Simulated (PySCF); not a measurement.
**chlorotrifluoromethane: 4 charge schemes on one density**

Chlorotrifluoromethane, CClF3.
Numbering: `[F:1][C:2]([F:3])([F:4])[Cl:5]`

Cartesian coordinates in Å at the GFN2-xTB level; atoms count from 1:
```xyz
5
CClF3 angstrom
F     -0.4932   -0.8065   -0.9667
C     -0.0723    0.0063   -0.0122
F     -0.4074    1.2419   -0.3438
F     -0.7032   -0.3074    1.1069
Cl     1.6847   -0.1316    0.1987
```

Density: PBE0/pcSseg-1 (PySCF); schemes: Mulliken, IAO, Hirshfeld and ESP-fitted. Isolated species at its GFN2-xTB geometry, gas phase.

Q: What partial charge does each atom carry?

A: In e:

```csv
atom,environment,Mulliken,IAO,Hirshfeld,ESP-fitted
F1,fluorine of a CF3 group,-0.226,-0.251,-0.079,-0.048
C2,CF3 carbon,+0.763,+0.790,+0.281,+0.158
F3,fluorine of a CF3 group,-0.226,-0.251,-0.079,-0.049
F4,fluorine of a CF3 group,-0.226,-0.251,-0.078,-0.048
Cl5,chlorine on a fluorinated carbon,-0.086,-0.038,-0.045,-0.013
```

Mean size of the charges over all atoms: IAO 0.316 e, Mulliken 0.305 e, Hirshfeld 0.112 e, ESP-fitted 0.063 e. Each set sums to the total charge, 0, to within 0.001 e. The IAO scheme counts the electrons in orthogonalised intrinsic atomic orbitals, a minimal basis polarised so that it spans the occupied orbitals exactly. The Mulliken scheme counts on each atom the diagonal of the density matrix times the overlap matrix over that atom's basis functions.

Lowest charge. All schemes pick atoms of one kind: Mulliken F1, F3 and F4 (-0.226); IAO F1, F3 and F4 (-0.251); Hirshfeld F1 and F3 (-0.079); ESP-fitted F3 (-0.049).

Highest charge. All schemes agree: Mulliken C2 (+0.763); IAO C2 (+0.790); Hirshfeld C2 (+0.281); ESP-fitted C2 (+0.158).

Q: How many electrons does the IAO scheme count on C2?

A: Z − q = 6 − (+0.790) = 5.210.

Q: Sum the charges by element, for elements with more than one atom.

A: 
```json
{"element": "F", "atoms": "3", "Mulliken": "-0.676", "IAO": "-0.752", "Hirshfeld": "-0.236", "ESP-fitted": "-0.145"}
```
